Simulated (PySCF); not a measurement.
# Chlorine: highly charged ions in a basis for the neutral atom

Cl¹²⁺ [He] 2s2 2p1, Cl¹³⁺ [He] 2s2. All numbers are calculated (PySCF 2.14, scalar relativity by spin-free X2C-1e, in cc-pVDZ-DK (4s3p1d, 18 functions)). No spin-orbit coupling, so a gap to NIST mixes the basis error with missing relativistic terms.

Changed run: basis of the neutral atom used for a highly charged ion. This setting is unsound on purpose.

```csv
species,method,sound run (hartree),changed run (hartree),converged
Cl¹²⁺,UHF,not run,-359.97857,yes
Cl¹²⁺,r2SCAN,not run,-360.08545,yes
Cl¹²⁺,LDA,not run,-358.70340,yes
Cl¹³⁺,UHF,not run,-336.04158,yes
Cl¹³⁺,r2SCAN,not run,-336.09630,yes
Cl¹³⁺,LDA,not run,-334.77840,yes
```

Ionisation energy of Cl¹²⁺:

```json
{"method": "UHF", "changed run (eV)": "651.36", "NIST (eV)": "656.3 ± 0.12"}
{"method": "r2SCAN", "changed run (eV)": "652.78", "NIST (eV)": "656.3 ± 0.12"}
{"method": "LDA", "changed run (eV)": "651.03", "NIST (eV)": "656.3 ± 0.12"}
```

The contracted functions were made for the neutral atom and can be too rigid for a highly charged ion.
